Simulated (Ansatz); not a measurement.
Two structures of Si2H7Cl, singlet, reached by relaxing down either side of one saddle point (PBE0-D4/def2-TZVP). Energies are electronic, without zero-point energy. Ansatz 0.2.0; basis: def2-TZVPP and def2-QZVPP; cores frozen in the correlated methods. Extrapolation: Hartree–Fock as exp(−7.88 √X), correlation as X^−2.97. First:

```
10
angstrom
Si -0.1810 0.8078 -2.0991
Cl 0.9417 -0.9088 -1.9864
H -0.2272 1.2391 -3.5152
H -1.5451 0.5137 -1.6045
H 0.4606 1.8480 -1.2636
Si 0.1128 -0.7036 2.0927
H -0.3553 0.2730 1.0763
H 0.9111 0.0104 3.1214
H 0.9478 -1.7417 1.4418
H -1.0654 -1.3379 2.7365
```

Second:

Si1  (-0.768, 1.509, -1.425)
Cl2  (1.362, -1.909, -0.366)
H3  (-0.022, 0.651, -2.377)
H4  (-2.206, 1.534, -1.795)
H5  (-0.225, 2.890, -1.463)
Si6  (0.730, -1.482, 1.541)
H7  (-0.630, 0.969, -0.049)
H8  (1.243, -0.147, 1.922)
H9  (1.266, -2.521, 2.451)
H10  (-0.751, -1.493, 1.561)
(Å)

Problem. Which bonds change from the first to the second?

Solution. SiH₃Cl ([SiH3][Cl]) + SiH₄ → SiH₃Cl ([SiH3][Cl]) + SiH₄; bonds formed: Si1–H7, Cl2–Si6; bonds broken: Si1–Cl2, Si6–H7.

Problem. Give the saddle point's structure and its height above each. (An estimate is asked for; the value comes from the calculation.)

Solution. By the calculation: 2.048 eV above the first and 2.048 eV above the second (CCSD(T) at an estimated basis limit (MP2 extrapolated from triple and quadruple zeta, plus CCSD(T) − MP2 in triple zeta)).
```
10
angstrom
Si -0.3263 0.8093 -1.2548
Cl 0.9152 -1.1130 -0.9304
H 0.0283 0.6611 -2.6998
H -1.8101 0.7166 -1.2370
H 0.2579 2.1229 -0.8754
Si 0.3071 -0.7851 1.2748
H -0.3871 0.4768 0.3975
H 0.9967 0.2673 2.0669
H 1.0936 -2.0244 1.5601
H -1.0754 -1.1314 1.6981
```

No T1 diagnostic of these runs exceeds 0.012. The start structure is not quite a true minimum (one mode of 54i cm⁻¹). The end structure is not quite a true minimum (one mode of 56i cm⁻¹).

Ligand swaps between two centres remove the fluorinated layer in thermal atomic layer etching, and scramble precursors in the gas phase.

Labels in which every atom is bracketed show which atoms are joined, not bond orders.

For scale, one of the runs: CCSD(T)/def2-TZVPP, 224 basis functions, launched by `ansatz run in.yaml --threads 4 --pin off --events-out ev --progress --plain --max-ram 9574MiB`. Time: 37 s of wall clock on 4 CPU threads of an Arm Neoverse V1; the host was shared. Peak host memory: 3.2 GiB.
